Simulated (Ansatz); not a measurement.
Job for Ansatz (a program for electronic structure): R-PBE/def2-TZVPPD on C2H10N2 (a complex). Files ending in .json are basis or fitting sets from the Basis Set Exchange.

Ansatz 0.2 input:
```yaml
crystal:
  periodic: [false, false, false]
  atoms:
    - {symbol: N, position_ang: [-1.44910786, 0.21892526, -0.63289417]}
    - {symbol: H, position_ang: [-0.62051286, -0.36592774, -0.68323617]}
    - {symbol: H, position_ang: [-2.11093586, -0.17073374, -1.29113017]}
    - {symbol: C, position_ang: [-2.00912586, 0.13940826, 0.71448483]}
    - {symbol: H, position_ang: [-2.90320486, 0.75725426, 0.77570483]}
    - {symbol: H, position_ang: [-2.27321286, -0.86783474, 1.05198983]}
    - {symbol: H, position_ang: [-1.29074286, 0.54668426, 1.42362483]}
    - {symbol: N, position_ang: [1.62014314, -0.71241674, -0.47750517]}
    - {symbol: H, position_ang: [1.91641214, -0.43787874, -1.40549117]}
    - {symbol: H, position_ang: [2.24369314, -1.46010674, -0.20231017]}
    - {symbol: C, position_ang: [1.78037314, 0.42279426, 0.43616983]}
    - {symbol: H, position_ang: [1.51018314, 0.10809826, 1.44182283]}
    - {symbol: H, position_ang: [2.78778314, 0.84457026, 0.47314183]}
    - {symbol: H, position_ang: [1.08783314, 1.20856926, 0.14351283]}
basis:
  gaussian:
    orbitals: def2-TZVPPD.json
hamiltonian:
  xc: {name: PBE}
scf: {lower_state_search: off}
```

The log:

```
WARN ansatz: RAYON_NUM_THREADS=2 ignored (pool sized by the plan → 2); use --threads N
Functional definition: PBE
these checks for a lower state are left out or cut short: stability, starts, cluster_reference, orbital_swaps, neighbouring_geometries, increment
integrals: 0.22 GiB planned
1296 factors; their error is unknown
mean field: 1.91 GiB planned
mean field evaluation 1: about -5192.3371 eV, gradient 9.7e1 eV
mean field evaluation 2: about -5106.9740 eV, gradient 1.8e2 eV
mean field evaluation 4: about -5211.5508 eV, gradient 1.7e1 eV
mean field evaluation 8: about -5212.1707 eV, gradient 1.0e-1 eV
mean field evaluation 16: about -5212.1260 eV, gradient 8.6e-4 eV
mean field -5212.12604686 eV, -191.5420993163 hartree, gradient 1.1e-6 eV, S^2 0.000000; 0 other end points of the search recorded, 0 dependent functions left out
reference -5212.12609764 eV, -191.5421011822 hartree; 18, 18 occupied and 300, 300 virtual orbitals, 1296 factors
Total energy: -5212.12609764 eV, -191.5421011822 hartree
Checks for a lower state left out: stability, starts, cluster_reference, orbital_swaps, neighbouring_geometries, increment
```

Self-consistency was reached.

Cost: very roughly 5 core-seconds.
